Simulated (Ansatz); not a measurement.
Relaxation of BClFH₃ (6 atoms, charge 0, multiplicity 1), to a largest force component of 0.03 eV/Å in at most 50 steps.

These are results of UKS PBE0-D4/def2-SVP (Ansatz 0.2.0), not measurements.

```xyz
6
Properties=species:S:1:pos:R:3:forces:R:3
B -0.340 0.706 -0.537 -0.37 0.09 1.34
Cl 1.093 -1.865 0.601 -0.38 0.46 0.29
H 0.677 1.266 -0.849 0.05 0.03 -0.04
H -1.079 0.105 -1.270 -0.04 -0.02 -0.06
H 0.368 -1.016 1.284 0.35 -0.44 -0.25
F -0.718 0.805 0.771 0.39 -0.12 -1.28
```

Problem. Where does it end, and by what steps?

Solution. The forces met the threshold. After 8 steps the energy has fallen by 0.056 eV; H5 moved furthest, 0.34 Å.

```
step  energy less start (eV)  largest force component (eV/Å)  accepted
   0                  0.0000                           1.339       yes
   1                  0.0168                           1.098        no
   2                 -0.0308                           0.478       yes
   3                 -0.0387                           0.389       yes
   4                 -0.0439                           0.466       yes
   5                 -0.0477                           0.383       yes
   6                 -0.0548                           0.226       yes
   7                 -0.0553                           0.193       yes
   8                 -0.0564                           0.008       yes
```

```xyz
6
Properties=species:S:1:pos:R:3
B -0.336 0.697 -0.529
Cl 1.001 -1.668 0.434
H 0.700 1.227 -0.856
H -1.049 0.069 -1.275
H 0.461 -1.242 1.523
F -0.777 0.918 0.704
```

Run time: 9.5 s on 2 threads of Intel(R) Xeon(R) Platinum 8488C (Sapphire Rapids), on a shared host, peak memory 0.16 GiB.
